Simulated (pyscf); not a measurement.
# Elimination: `[PH][GaH2]` [doublet] → `[P]=[GaH]` [doublet] + `[H][H]`

Gas phase, doublet surface, charge 0. Bonds broken: P1–H3, Ga2–H5. Bonds formed: H3–H5. Single points on ωB97X-D3(BJ)/def2-SVP structures (PySCF, gas phase).

Transition state (Å):

```xyz
5

P      1.9329    -0.5212    -0.2130
Ga     0.0570    -0.3026    -1.2464
H      0.7309     0.0904     0.7319
H     -1.3110    -0.3339    -1.9781
H     -0.0645     0.7862     0.5015
```

One imaginary mode, 1561i cm⁻¹; descent along it reached the two sides named.

| bond | change | reactant side (Å) | saddle | product side |
|---|---|---|---|---|
| P1–H3 | breaks | 1.431 | 1.647 | 3.4 |
| Ga2–H5 | breaks | 1.569 | 2.063 | 2.8 |
| H3–H5 | forms | 3.3 | 1.082 | 0.763 |

Electronic energies relative to the reactant's lowest minimum found (kcal/mol):

```tsv
level	barrier	reaction energy	reverse barrier
ωB97X-D3(BJ)/def2-TZVP	52.6	+30.6	22.1
PBE/def2-TZVP	41.3	+24.6	16.6
r²SCAN/def2-TZVP	46.0	+27.3	18.7
B3LYP-D3(BJ)/def2-TZVP	47.6	+25.8	21.8
PBE0-D3(BJ)/def2-TZVP	47.1	+29.0	18.1
M06-2X/def2-TZVP	49.6	+26.0	23.5
ωB97M-D3(BJ)/def2-TZVP	51.3	+28.6	22.7
HF/def2-TZVP	69.1	+32.8	36.3
```

With ωB97M-D3(BJ)/def2-TZVP energies and thermal terms (ideal gas, 1 atm, RRHO with modes under 100 cm⁻¹ raised to 100, one conformer, R ln 2 for chiral ones without a mode under 150 cm⁻¹), in kcal/mol:

| T (K) | ΔH‡ | ΔG‡ | ΔH | ΔG |
|---|---|---|---|---|
| 298 | 48.2 | 48.7 | +27.7 | +21.7 |
| 600 | 47.9 | 49.4 | +28.1 | +15.3 |
| 900 | 47.7 | 50.1 | +27.9 | +9.0 |
| 1200 | 47.4 | 51.0 | +27.5 | +2.7 |

At the saddle there is also a short Ga–H contact that neither side keeps. The same reactants have a lower exit, to [H₂P–GaH]• (barrier +27.1 kcal/mol at ωB97M-D3(BJ)/def2-TZVP, against +51.3 kcal/mol here). •HP–GaH₂ lies 6.2 kcal/mol over its isomer [H₂P–GaH]• (electronic energy, ωB97M-D3(BJ)/def2-TZVP). •P=GaH lies 15.4 kcal/mol over its isomer [HP=Ga]• (electronic energy, ωB97M-D3(BJ)/def2-TZVP). One saddle was located; it need not be the lowest between these sides. The term symbol of open-shell •P=GaH was not checked; spin-orbit terms and orbital degeneracy are left out. Elements up to Kr have no core potential and no relativistic terms here.
